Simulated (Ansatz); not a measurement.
# Si₂ (triplet): from Hartree-Fock to the top rungs, def2-QZVPP

The task here is to estimate one member of a computed series from the others.

Method: def2-QZVPP, core rule «outside noble gas», up to 10 orbitals frozen; program: Ansatz 0.2.0, Gaussian basis.

Plan: UHF; ROHF; CCSD(T) on UHF.

2 further runs of the same task are left out: 2 set aside as unsound or not needed. Runs told in other sessions of the task aren't counted.

## The geometry

The geometry is a PBE0/def2-TZVP stationary point (not a proven minimum).

2 atoms, charge 0, spin multiplicity 3.

Atoms are counted from 1 here; the program's logs count them from 0.

Bond lengths: Si1–Si2 2.255 Å.

Geometry (Å):

```
atom   x (Å)   y (Å)   z (Å)
 Si1  0.0000  0.0000  0.0000
 Si2  0.0000  0.0000  2.2547
```

Set-up of the first run:

Input file in.yaml:

```yaml
crystal:
  periodic: [false, false, false]
  atoms:
    - {symbol: Si, position_ang: [0.000000, 0.000000, 0.000000]}
    - {symbol: Si, position_ang: [0.000000, 0.000000, 2.254714]}
basis:
  gaussian: {orbitals: "def2-QZVPP.json"}
magnetization: {spin_polarized: true, initial_magnetization: 2}
hamiltonian: {xc: hf}
output: {orbitals: {seedname: orbitals}}
```

Run with:

```console
> ansatz run in.yaml --threads 1 --pin off --events-out ev --progress --plain --max-ram 2393MiB
```

Steps of the session up to this table: UHF; ROHF; CCSD(T) on UHF.

One table of the session follows, with a row left open; its other results are not shown here.

It belongs to the step «Misses and costs». 

| method | from UCCSD(T) (kJ/mol) |
| --- | --- |
| ROHF | ? |
| UHF | +551.8 |
| UMP2 | +105.9 |
| UCCSD | +32.8 |
| UCCSD(T) | 0 |

Q: Estimate the row for ROHF from the others.

As computed: from UCCSD(T) (kJ/mol): +562.6. In the column «from UCCSD(T) (kJ/mol)» it is the highest.
